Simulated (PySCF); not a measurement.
Consider carbon disulfide, `S=C=S` (CS2). Atom numbers as in the mapped SMILES `[S:1]=[C:2]=[S:3]`.

These are calculated values, ωB97X-D3(BJ)/ma-def2-TZVP in PySCF (grid level 2) at geometries from PBE0-D3(BJ)/ma-def2-SVP. ωB97X-D3(BJ) is ωB97X-V with D3(BJ) in place of VV10. Zero-point and thermal terms (298.15 K, 1 bar) come from unscaled PBE0-D3(BJ)/ma-def2-SVP harmonic frequencies, with soft modes damped to free rotors in the entropy.

Question: What are the vertical and the adiabatic ionisation energy for forming the radical cation?

Answer: 10.11 eV vertical and 10.08 eV adiabatic, the latter with zero-point energy.

Question: Where does the unpaired spin of the relaxed radical cation sit?

Answer: S3 (thiocarbonyl sulfur) 0.65, S1 (thiocarbonyl sulfur) 0.65, C2 (carbonyl-type carbon) -0.31 (intrinsic atomic orbital populations).

Question: What oxidation potential follows in THF (IEF-PCM), given that Fc+/Fc comes at 4.74 V absolute with this functional and basis?

Answer: In the gas phase ΔG of oxidation is 10.063 eV, and solvation is -1.2 kJ/mol for the parent and -221.8 kJ/mol for the product, so the absolute potential is 7.78 V, or 3.03 V against Fc+/Fc. Fc+/Fc in THF, 4.74 V, is ωB97X-D3(BJ)/ma-def2-TZVP on PBE0-D3(BJ)/def2-SVP structures with GFN2-xTB thermal terms. Benchmark calculations put it near 5.0 V in acetonitrile and DMSO, so it is about 0.3 V low, and the value against it can read up to that much too high. The solvent is electrostatics only, on gas-phase structures; the absolute scale refers to an electron at rest in vacuum.

Question: What are the vertical and the adiabatic electron affinity for forming the radical anion?

Answer: 0.25 eV vertical and 0.62 eV adiabatic, the latter with zero-point energy.

Question: Where does the unpaired spin of the relaxed radical anion sit?

Answer: C2 (carbonyl-type carbon) 0.66, S3 (thiocarbonyl sulfur) 0.17, S1 (thiocarbonyl sulfur) 0.17 (intrinsic atomic orbital populations).

Question: What reduction potential follows in THF (IEF-PCM), given that Fc+/Fc comes at 4.74 V absolute with this functional and basis?

Answer: In the gas phase −ΔG of reduction is 0.691 eV, and solvation is -1.2 kJ/mol for the parent and -197.3 kJ/mol for the product, so the absolute potential is 2.72 V, or -2.02 V against Fc+/Fc. Fc+/Fc in THF, 4.74 V, is ωB97X-D3(BJ)/ma-def2-TZVP on PBE0-D3(BJ)/def2-SVP structures with GFN2-xTB thermal terms. Benchmark calculations put it near 5.0 V in acetonitrile and DMSO, so it is about 0.3 V low, and the value against it can read up to that much too high. The solvent is electrostatics only, on gas-phase structures; the absolute scale refers to an electron at rest in vacuum.

Question: How far is −ε(HOMO) from the vertical value by ΔSCF?

Answer: −ε(HOMO) = 10.02 eV, which is 0.09 eV below the ΔSCF value.

Differences come from unrounded values, so a last digit can differ from that of the printed terms.
